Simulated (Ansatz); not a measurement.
`C/N=C\CCl` and `C/N=C\CN` differ in one atom or group.

Ansatz, PBE0-D4/def2-TZVP geometries, multiplicity 1. Each molecule was computed in one conformer, which needn't be the lowest.

```json
{"property": "HOMO energy (PBE0/def2-TZVPP) / eV", "`C/N=C\\CCl`": "-7.28"}
{"property": "LUMO energy (B3LYP/def2-TZVPP) / eV", "`C/N=C\\CCl`": "-0.86"}
{"property": "size of the dipole moment (B3LYP/def2-TZVPP) / D", "`C/N=C\\CCl`": "2.07"}
{"property": "HOMO–LUMO gap (PBE0/def2-TZVPP) / eV", "`C/N=C\\CCl`": "6.66"}
{"property": "HOMO–LUMO gap (PBE/def2-TZVPP) / eV", "`C/N=C\\CCl`": "4.09"}
{"property": "HOMO energy (PBE/def2-TZVPP) / eV", "`C/N=C\\CCl`": "-5.80"}
```

Problem. What does the change do to each property? (Estimate.)

Solution. Computed: 
| property | `C/N=C\CN` | shift |
| --- | --- | --- |
| HOMO energy (PBE0/def2-TZVPP) / eV | -6.82 | 0.46 |
| LUMO energy (B3LYP/def2-TZVPP) / eV | -0.26 | 0.60 |
| size of the dipole moment (B3LYP/def2-TZVPP) / D | 2.81 | 0.74 |
| HOMO–LUMO gap (PBE0/def2-TZVPP) / eV | 6.83 | 0.17 |
| HOMO–LUMO gap (PBE/def2-TZVPP) / eV | 4.26 | 0.17 |
| HOMO energy (PBE/def2-TZVPP) / eV | -5.34 | 0.46 |

With PBE0 the HOMO rises by 0.46 eV and the LUMO rises by 0.63 eV, so the gap widens by about 0.17 eV. PBE moves the HOMO by 0.46 eV and ωB97M-V by 0.43 eV. Dipoles are sizes alone; their direction can turn.

B3LYP here is the variant with VWN-RPA as its local correlation; programs differ in this.
